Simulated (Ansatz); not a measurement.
**CH5AlO (SMILES [CH3][AlH][OH]): PBE/aug-cc-pVDZ**

What is the energy change on altering one bond length of CH5AlO at PBE/aug-cc-pVDZ? 

The calculation is run with Ansatz 0.2.0.

42 further runs of the same task are left out: 42 set aside as unsound or not needed.

## Step 1: The molecule

CH5AlO: 8 atoms, total charge 0, spin state singlet. SMILES: `[CH3][AlH][OH]`. The coordinates come from a PBE0-D4/def2-TZVP relaxation. This is one conformer, not always the lowest.

Bond lengths: C1–Al2 1.941 Å, Al2–O3 1.701 Å, C1–H4 1.095 Å, C1–H5 1.092 Å, C1–H6 1.095 Å, Al2–H7 1.589 Å, O3–H8 0.956 Å. Angles: C1–Al2–O3 117.6°, C1–Al2–H7 124.2°, O3–Al2–H7 118.3°, Al2–C1–H4 111.0°, Al2–C1–H5 111.9°, Al2–C1–H6 111.2°, Al2–O3–H8 122.5°, H4–C1–H5 107.9°, H4–C1–H6 106.4°, H5–C1–H6 108.2°.

## Step 2: The energy at PBE/aug-cc-pVDZ

run.yaml reads:

```yaml
basis:
  gaussian: {orbitals: aug-cc-pVDZ}
crystal:
  periodic: [false, false, false]
  atoms:
    - symbol: C
      position_ang: [-0.777900, 0.982200, -0.070900]
    - symbol: Al
      position_ang: [0.579700, -0.394200, -0.239900]
    - symbol: O
      position_ang: [0.544600, -1.676400, 0.876800]
    - symbol: H
      position_ang: [-0.325100, 1.954500, 0.149300]
    - symbol: H
      position_ang: [-1.491400, 0.755400, 0.724300]
    - symbol: H
      position_ang: [-1.335700, 1.105000, -1.004800]
    - symbol: H
      position_ang: [1.716800, -0.394500, -1.350200]
    - symbol: H
      position_ang: [1.181200, -2.389100, 0.859500]
hamiltonian: {xc: {name: PBE}}
accuracy: high
output: {orbitals: {seedname: orbitals}}
```

The run is started by

```console
$ ansatz run run.yaml --threads 1 --pin off --max-ram 3480MiB --events-out events.jsonl --progress --plain --runs-dir runs
```

What it wrote:

```text
Warning: RAYON_NUM_THREADS=1 ignored (pool sized by the plan → 1); use --threads N
Functional definition: PBE
  name "PBE"
  parameter kappa = 0.804
  parameter beta = 0.06672455060314922
  exchange = pbe_x(kappa = kappa, mu = beta*pi^2/3)
  correlation = pbe_c(beta = beta)
2328 factors; integrals over basis functions are off by at most 3.4e-9 eV
mean field evaluation 1: about -9738.9552 eV, gradient 9.1e1 eV
mean field evaluation 2: about -9657.1500 eV, gradient 1.9e2 eV
mean field evaluation 4: about -9755.7627 eV, gradient 1.8e1 eV
mean field evaluation 8: about -9756.5615 eV, gradient 2.3e-1 eV
mean field evaluation 16: about -9756.5616 eV, gradient 9.7e-6 eV
mean field -9756.56162867 eV, -358.5470266186 hartree, gradient 1.2e-8 eV, S^2 0.000000; 0 other end points of the search recorded, 0 dependent functions left out
reference -9756.56163938 eV, -358.5470270122 hartree; 16, 16 occupied and 102, 102 virtual orbitals, 2328 factors
Total energy: -9756.56163938 eV, -358.5470270122 hartree
```

It took 11 s on 1 thread of Arm Neoverse V2, shared host; peak memory 0.34 GiB.

## Step 3: The distorted shape

input.yaml reads:

```yaml
basis:
  gaussian: {orbitals: aug-cc-pVDZ}
crystal:
  periodic: [false, false, false]
  atoms:
    - {symbol: C, position_ang: [-0.845830, 0.836333, -0.103935]}
    - {symbol: Al, position_ang: [0.511770, -0.540067, -0.272935]}
    - {symbol: O, position_ang: [0.476670, -1.822267, 0.843765]}
    - {symbol: H, position_ang: [-0.325100, 1.954500, 0.149300]}
    - {symbol: H, position_ang: [-1.559330, 0.609533, 0.691265]}
    - {symbol: H, position_ang: [-1.403630, 0.959133, -1.037835]}
    - {symbol: H, position_ang: [1.648870, -0.540367, -1.383235]}
    - {symbol: H, position_ang: [1.113270, -2.534967, 0.826465]}
hamiltonian: {xc: pbe}
accuracy: high
output: {orbitals: {seedname: orbitals}}
```

The run is started by

```console
$ ansatz run input.yaml --threads 1 --pin off --max-ram 3480MiB --events-out events.jsonl --progress --plain --runs-dir runs
```

What it wrote, shortened:

```text
Warning: RAYON_NUM_THREADS=1 ignored (pool sized by the plan → 1); use --threads N
[... 6 set-up lines as earlier in the session ...]
2330 factors; integrals over basis functions are off by at most 3.6e-9 eV
mean field evaluation 1: about -9738.9216 eV, gradient 9.0e1 eV
mean field evaluation 2: about -9654.3503 eV, gradient 1.9e2 eV
mean field evaluation 4: about -9755.3466 eV, gradient 2.0e1 eV
mean field evaluation 8: about -9756.2989 eV, gradient 2.5e-1 eV
mean field evaluation 16: about -9756.2991 eV, gradient 1.9e-5 eV
mean field -9756.29910026 eV, -358.5373788776 hartree, gradient 1.4e-8 eV, S^2 0.000000; 0 other end points of the search recorded, 0 dependent functions left out
reference -9756.29911070 eV, -358.5373792613 hartree; 16, 16 occupied and 102, 102 virtual orbitals, 2330 factors
Total energy: -9756.29911070 eV, -358.5373792613 hartree
```

Run time: 11 s. Hardware: 1 thread of Arm Neoverse V2, shared host; peak memory 0.34 GiB.

## Step 4: Results

At PBE/aug-cc-pVDZ:

| quantity | value |
| --- | --- |
| first shape: total energy | -358.54703 Eh |
| first shape: HOMO energy | -6.71 eV |
| first shape: LUMO energy | -1.35 eV |
| first shape: HOMO–LUMO gap | 5.36 eV |
| distorted shape: total energy | -358.53738 Eh |
| distorted shape: HOMO energy | -6.73 eV |
| distorted shape: LUMO energy | -1.37 eV |
| distorted shape: HOMO–LUMO gap | 5.36 eV |
| energy change with the C1–H4 bond stretched from 1.095 to 1.259 Å | 0.263 eV |

What this shows: With the C1–H4 bond stretched from 1.095 to 1.259 Å the energy rises by 0.26 eV (25.3 kJ/mol). The first shape isn't relaxed at this level, so the change isn't measured from a minimum.
